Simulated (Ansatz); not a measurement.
# A workflow on CH5FSi (SMILES C[SiH2]F)

Wanted: energy and forces (PBE/splines), then energy and forces (PBE/cc-pVDZ-DK), then energy and forces (PBE/cc-pVTZ-DK), then energy and forces (PBE/x2c-TZVPall), then energy and gradient (PBE/ANO-RCC-VTZP) of CH5FSi. 

The calculation is run with Ansatz 0.2.0.

### 1 The molecule

CH5FSi has 8 atoms, charge 0, and is taken as a singlet. SMILES: `C[SiH2]F`. The shape is that of a PBE0-D4/def2-TZVP optimisation.

Bond lengths: C1–Si2 1.853 Å, Si2–F3 1.604 Å, C1–H4 1.092 Å, C1–H5 1.094 Å, C1–H6 1.092 Å, Si2–H7 1.485 Å, Si2–H8 1.485 Å. Some angles: C1–Si2–F3 109.4°, C1–Si2–H7 111.5°, C1–Si2–H8 111.5°, F3–Si2–H7 107.3°, F3–Si2–H8 107.3°, Si2–C1–H4 111.0°, Si2–C1–H5 110.1°, Si2–C1–H6 111.1°, H7–Si2–H8 109.7°, H4–C1–H5 108.1°.

### 2 Energy and gradient at PBE/splines (scalar) (run 1)

Contents of run.yaml:

```yaml
basis:
  splines: {}
crystal:
  periodic: [false, false, false]
  atoms:
    - {symbol: C, position_ang: [-0.521400, 0.700300, -0.437000]}
    - {symbol: Si, position_ang: [0.448400, -0.642000, 0.395200]}
    - {symbol: F, position_ang: [1.946500, -0.649600, -0.178800]}
    - {symbol: H, position_ang: [-0.562400, 0.542500, -1.517100]}
    - {symbol: H, position_ang: [-1.546700, 0.713200, -0.056500]}
    - {symbol: H, position_ang: [-0.077200, 1.680300, -0.248400]}
    - {symbol: H, position_ang: [0.538700, -0.420800, 1.860700]}
    - {symbol: H, position_ang: [-0.133700, -1.981200, 0.126000]}
hamiltonian:
  xc: pbe
  pseudopotentials:
    relativity: scalar
output:
  forces: true
accuracy: medium
```

Launch:

```
ansatz run run.yaml --threads 1 --pin off --max-ram 2610MiB --events-out events.jsonl --progress --plain --runs-dir runs
```

The log of the run:

```text
Error: memory limit exceeded: the `solve on splines` phase needs 3.38 GiB against a 2.32 GiB budget; largest carriers: lattices 2.74 GiB, atoms' tables 0.56 GiB, stability analysis 0.06 GiB, threads' scratch 0.02 GiB; a lower accuracy has fewer points, and so has a vacuum nearer to its least
raise --max-ram-frac (at most 1; over 0.88 where none was typed) and, where it was typed, --max-ram, as far as the host has headroom, free memory on the host or within its container's limit, run where the host or its container's limit has more memory, or run on fewer --threads, or lower what the refusal names above (a resume cannot: its deck is fixed)
```

Wall time 0.04 s (1 thread of Arm Neoverse V1, shared host).

The program refused the input.

### 3 Energy and gradient at PBE/cc-pVDZ-DK (sfX2C) (run 2)

Contents of job.yaml:

```yaml
crystal:
  periodic: [false, false, false]
  atoms:
    - {symbol: C, position_ang: [-0.521400, 0.700300, -0.437000]}
    - {symbol: Si, position_ang: [0.448400, -0.642000, 0.395200]}
    - {symbol: F, position_ang: [1.946500, -0.649600, -0.178800]}
    - {symbol: H, position_ang: [-0.562400, 0.542500, -1.517100]}
    - {symbol: H, position_ang: [-1.546700, 0.713200, -0.056500]}
    - {symbol: H, position_ang: [-0.077200, 1.680300, -0.248400]}
    - {symbol: H, position_ang: [0.538700, -0.420800, 1.860700]}
    - {symbol: H, position_ang: [-0.133700, -1.981200, 0.126000]}
basis:
  gaussian: {orbitals: cc-pVDZ-DK.json}
hamiltonian: {xc: {name: PBE}, pseudopotentials: {relativity: scalar}}
output: {forces: true, orbitals: {seedname: orbitals}}
```

The basis set cc-pVDZ-DK is read from a file made from the Basis Set Exchange's data (not shown).

Launch:

```
ansatz run job.yaml --threads 1 --pin off --max-ram 2610MiB --events-out events.jsonl --progress --plain --runs-dir runs
```

The log of the run, shortened:

```text
Warning: RAYON_NUM_THREADS=1 ignored (pool sized by the plan → 1); use --threads N
Functional definition: PBE
  name "PBE"
[...]
846 factors; their error is unknown
[...]
mean field -11725.35541985 eV, -430.8988639483 hartree, gradient 2.0e-5 eV, S^2 0.000000; 0 other end points of the search recorded, 0 dependent functions left out
[...]
reference -11725.35545196 eV, -430.8988651282 hartree; 17, 17 occupied and 54, 54 virtual orbitals, 846 factors
Total energy: -11725.35545196 eV, -430.8988651282 hartree
Relativity: scalar
Atom 0 at    -0.521400     0.700300    -0.437000 Å, force     0.019474    -0.046855     0.037590 eV/Å
Atom 1 at     0.448400    -0.642000     0.395200 Å, force    -1.566660    -0.047496     0.648975 eV/Å
Atom 2 at     1.946500    -0.649600    -0.178800 Å, force     2.065284    -0.013307    -0.787891 eV/Å
Atom 3 at    -0.562400     0.542500    -1.517100 Å, force    -0.025269    -0.083644    -0.539322 eV/Å
Atom 4 at    -1.546700     0.713200    -0.056500 Å, force    -0.512653     0.011638     0.185919 eV/Å
Atom 5 at    -0.077200     1.680300    -0.248400 Å, force     0.219228     0.488422     0.099745 eV/Å
Atom 6 at     0.538700    -0.420800     1.860700 Å, force    -0.000444     0.076417     0.433758 eV/Å
Atom 7 at    -0.133700    -1.981200     0.126000 Å, force    -0.198961    -0.385175    -0.078774 eV/Å
Dipole moment:    -0.321106     0.143073    -0.004149 e Å
```

Run time: 1.7 s. Hardware: 1 thread of Arm Neoverse V1, shared host.

### 4 Energy and gradient at PBE/cc-pVTZ-DK (sfX2C) (run 3)

run.yaml, as its differences from that of step 2:

```diff
@@ -1,3 +1 @@
-basis:
-  splines: {}
 crystal:
@@ -13,8 +11,8 @@
     - {symbol: H, position_ang: [-0.133700, -1.981200, 0.126000]}
+basis:
+  gaussian:
+    orbitals: cc-pVTZ-DK
 hamiltonian:
   xc: pbe
-  pseudopotentials:
-    relativity: scalar
-output:
-  forces: true
-accuracy: medium
+  pseudopotentials: {relativity: scalar}
+output: {forces: true, orbitals: {seedname: orbitals}}
```

Launch:

```
ansatz run run.yaml --threads 1 --pin off --max-ram 2610MiB --events-out events.jsonl --progress --plain --runs-dir runs
```

The log of the run, shortened:

```text
Warning: RAYON_NUM_THREADS=1 ignored (pool sized by the plan → 1); use --threads N
[... 2 set-up lines as earlier in the session ...]
[...]
880 factors; their error is unknown
[...]
mean field -11727.56688741 eV, -430.9801338819 hartree, gradient 9.5e-6 eV, S^2 0.000000; 0 other end points of the search recorded, 0 dependent functions left out
[...]
reference -11727.56692278 eV, -430.9801351817 hartree; 17, 17 occupied and 147, 147 virtual orbitals, 880 factors
Total energy: -11727.56692278 eV, -430.9801351817 hartree
Relativity: scalar
Atom 0 at    -0.521400     0.700300    -0.437000 Å, force    -0.052207     0.067962    -0.038133 eV/Å
Atom 1 at     0.448400    -0.642000     0.395200 Å, force    -0.562535    -0.064411     0.274681 eV/Å
Atom 2 at     1.946500    -0.649600    -0.178800 Å, force     0.857259    -0.011084    -0.321501 eV/Å
Atom 3 at    -0.562400     0.542500    -1.517100 Å, force    -0.018467    -0.022660    -0.198707 eV/Å
Atom 4 at    -1.546700     0.713200    -0.056500 Å, force    -0.196331     0.016806     0.060355 eV/Å
Atom 5 at    -0.077200     1.680300    -0.248400 Å, force     0.069956     0.183594     0.032363 eV/Å
Atom 6 at     0.538700    -0.420800     1.860700 Å, force     0.000566     0.029997     0.223092 eV/Å
Atom 7 at    -0.133700    -1.981200     0.126000 Å, force    -0.098239    -0.200204    -0.032150 eV/Å
Dipole moment:    -0.308629     0.139120    -0.005437 e Å
```

Run time: 3.6 s. Hardware: 1 thread of Arm Neoverse V1, shared host; peak memory 0.15 GiB.

### 5 Energy and gradient at PBE/x2c-TZVPall (sfX2C) (run 4)

Contents of input.yaml:

```yaml
crystal:
  periodic: [false, false, false]
  atoms:
    - symbol: C
      position_ang: [-0.521400, 0.700300, -0.437000]
    - symbol: Si
      position_ang: [0.448400, -0.642000, 0.395200]
    - symbol: F
      position_ang: [1.946500, -0.649600, -0.178800]
    - symbol: H
      position_ang: [-0.562400, 0.542500, -1.517100]
    - symbol: H
      position_ang: [-1.546700, 0.713200, -0.056500]
    - symbol: H
      position_ang: [-0.077200, 1.680300, -0.248400]
    - symbol: H
      position_ang: [0.538700, -0.420800, 1.860700]
    - symbol: H
      position_ang: [-0.133700, -1.981200, 0.126000]
basis:
  gaussian: {orbitals: x2c-TZVPall.json}
hamiltonian: {xc: pbe, pseudopotentials: {relativity: scalar}}
output: {forces: true, orbitals: {seedname: orbitals}}
```

The basis set x2c-TZVPall is read from a file made from the Basis Set Exchange's data (not shown).

Launch:

```
ansatz run input.yaml --threads 1 --pin off --max-ram 2610MiB --events-out events.jsonl --progress --plain --runs-dir runs
```

The log of the run, shortened:

```text
Warning: RAYON_NUM_THREADS=1 ignored (pool sized by the plan → 1); use --threads N
[... 2 set-up lines as earlier in the session ...]
[...]
813 factors; their error is unknown
[...]
mean field -11727.80770633 eV, -430.9889838142 hartree, gradient 2.2e-5 eV, S^2 0.000000; 0 other end points of the search recorded, 0 dependent functions left out
[...]
reference -11727.80774255 eV, -430.9889851452 hartree; 17, 17 occupied and 112, 112 virtual orbitals, 813 factors
Total energy: -11727.80774255 eV, -430.9889851452 hartree
Relativity: scalar
Atom 0 at    -0.521400     0.700300    -0.437000 Å, force     0.011892    -0.015301     0.012035 eV/Å
Atom 1 at     0.448400    -0.642000     0.395200 Å, force    -0.372157    -0.021451     0.162163 eV/Å
Atom 2 at     1.946500    -0.649600    -0.178800 Å, force     0.585247    -0.011263    -0.215872 eV/Å
Atom 3 at    -0.562400     0.542500    -1.517100 Å, force    -0.015450    -0.030564    -0.224130 eV/Å
Atom 4 at    -1.546700     0.713200    -0.056500 Å, force    -0.218132     0.008052     0.076514 eV/Å
Atom 5 at    -0.077200     1.680300    -0.248400 Å, force     0.085298     0.204490     0.039076 eV/Å
Atom 6 at     0.538700    -0.420800     1.860700 Å, force     0.001829     0.026715     0.178940 eV/Å
Atom 7 at    -0.133700    -1.981200     0.126000 Å, force    -0.078528    -0.160677    -0.028727 eV/Å
Dipole moment:    -0.317407     0.138984    -0.001915 e Å
```

Wall time 3 s (1 thread of Arm Neoverse V1, shared host); peak memory 0.12 GiB.

### 6 Energy and forces at PBE/ANO-RCC-VTZP (sfX2C) (run 5)

Contents of molecule.yaml:

```yaml
crystal:
  periodic: [false, false, false]
  atoms:
    - {symbol: C, position_ang: [-0.521400, 0.700300, -0.437000]}
    - {symbol: Si, position_ang: [0.448400, -0.642000, 0.395200]}
    - {symbol: F, position_ang: [1.946500, -0.649600, -0.178800]}
    - {symbol: H, position_ang: [-0.562400, 0.542500, -1.517100]}
    - {symbol: H, position_ang: [-1.546700, 0.713200, -0.056500]}
    - {symbol: H, position_ang: [-0.077200, 1.680300, -0.248400]}
    - {symbol: H, position_ang: [0.538700, -0.420800, 1.860700]}
    - {symbol: H, position_ang: [-0.133700, -1.981200, 0.126000]}
basis:
  gaussian: {orbitals: ANO-RCC-VTZP}
hamiltonian: {xc: {name: PBE}, pseudopotentials: {relativity: scalar}}
output: {forces: true, orbitals: {seedname: orbitals}}
```

Launch:

```
ansatz run molecule.yaml --threads 1 --pin off --max-ram 2610MiB --events-out events.jsonl --progress --plain --runs-dir runs
```

The log of the run, shortened:

```text
Warning: RAYON_NUM_THREADS=1 ignored (pool sized by the plan → 1); use --threads N
[... 2 set-up lines as earlier in the session ...]
[...]
1068 factors; their error is unknown
[...]
mean field -11728.06150644 eV, -430.9983107961 hartree, gradient 1.3e-5 eV, S^2 0.000000; 0 other end points of the search recorded, 0 dependent functions left out
[...]
reference -11728.06156218 eV, -430.9983128444 hartree; 17, 17 occupied and 147, 147 virtual orbitals, 1068 factors
Total energy: -11728.06156218 eV, -430.9983128444 hartree
Relativity: scalar
Atom 0 at    -0.521400     0.700300    -0.437000 Å, force    -0.007587     0.026709    -0.018254 eV/Å
Atom 1 at     0.448400    -0.642000     0.395200 Å, force    -0.648170    -0.041195     0.286963 eV/Å
Atom 2 at     1.946500    -0.649600    -0.178800 Å, force     0.837208    -0.013239    -0.311801 eV/Å
Atom 3 at    -0.562400     0.542500    -1.517100 Å, force    -0.016277    -0.024285    -0.192561 eV/Å
Atom 4 at    -1.546700     0.713200    -0.056500 Å, force    -0.186049     0.008448     0.063878 eV/Å
Atom 5 at    -0.077200     1.680300    -0.248400 Å, force     0.070009     0.176848     0.032851 eV/Å
Atom 6 at     0.538700    -0.420800     1.860700 Å, force     0.013492     0.022131     0.167816 eV/Å
Atom 7 at    -0.133700    -1.981200     0.126000 Å, force    -0.062625    -0.155417    -0.028891 eV/Å
Dipole moment:    -0.330432     0.139685     0.002490 e Å
```

Run time: 8.1 s. Hardware: 1 thread of Arm Neoverse V1, shared host; peak memory 0.21 GiB.

### 7 What came out

| quantity | value |
| --- | --- |
| run 2, PBE/cc-pVDZ-DK: total energy | -430.89887 Eh |
| run 2, PBE/cc-pVDZ-DK: dipole moment | 1.69 D |
| run 2, PBE/cc-pVDZ-DK: HOMO energy | -7.62 eV |
| run 2, PBE/cc-pVDZ-DK: LUMO energy | 0.09 eV |
| run 2, PBE/cc-pVDZ-DK: HOMO–LUMO gap | 7.71 eV |
| run 2, PBE/cc-pVDZ-DK: largest force on an atom | 2.211 eV/Å |
| run 3, PBE/cc-pVTZ-DK: total energy | -430.98014 Eh |
| run 3, PBE/cc-pVTZ-DK: dipole moment | 1.63 D |
| run 3, PBE/cc-pVTZ-DK: HOMO energy | -7.79 eV |
| run 3, PBE/cc-pVTZ-DK: LUMO energy | -0.25 eV |
| run 3, PBE/cc-pVTZ-DK: HOMO–LUMO gap | 7.54 eV |
| run 3, PBE/cc-pVTZ-DK: largest force on an atom | 0.916 eV/Å |
| run 4, PBE/x2c-TZVPall: total energy | -430.98899 Eh |
| run 4, PBE/x2c-TZVPall: dipole moment | 1.66 D |
| run 4, PBE/x2c-TZVPall: HOMO energy | -7.81 eV |
| run 4, PBE/x2c-TZVPall: LUMO energy | -0.34 eV |
| run 4, PBE/x2c-TZVPall: HOMO–LUMO gap | 7.48 eV |
| run 4, PBE/x2c-TZVPall: largest force on an atom | 0.624 eV/Å |
| run 5, PBE/ANO-RCC-VTZP: total energy | -430.99831 Eh |
| run 5, PBE/ANO-RCC-VTZP: dipole moment | 1.72 D |
| run 5, PBE/ANO-RCC-VTZP: HOMO energy | -7.86 eV |
| run 5, PBE/ANO-RCC-VTZP: LUMO energy | -0.52 eV |
| run 5, PBE/ANO-RCC-VTZP: HOMO–LUMO gap | 7.34 eV |
| run 5, PBE/ANO-RCC-VTZP: largest force on an atom | 0.893 eV/Å |
| run 1, PBE/splines | no result (refused) |

The largest force (run 2, PBE/cc-pVDZ-DK) is 2.21 eV/Å: the shape isn't a stationary point for this species at this level. The largest force (run 5, PBE/ANO-RCC-VTZP) is 0.89 eV/Å: the shape isn't a stationary point for this species at this level. The largest force (run 4, PBE/x2c-TZVPall) is 0.62 eV/Å: the shape isn't a stationary point for this species at this level. The largest force (run 3, PBE/cc-pVTZ-DK) is 0.92 eV/Å: the shape isn't a stationary point for this species at this level. Mulliken charges (run 3, PBE/cc-pVTZ-DK) run from -0.37 on C1 to +0.45 on Si2; they depend strongly on the basis. Mulliken charges (run 4, PBE/x2c-TZVPall) run from -0.44 on C1 to +0.40 on Si2. 1 of the 5 runs did not end normally.
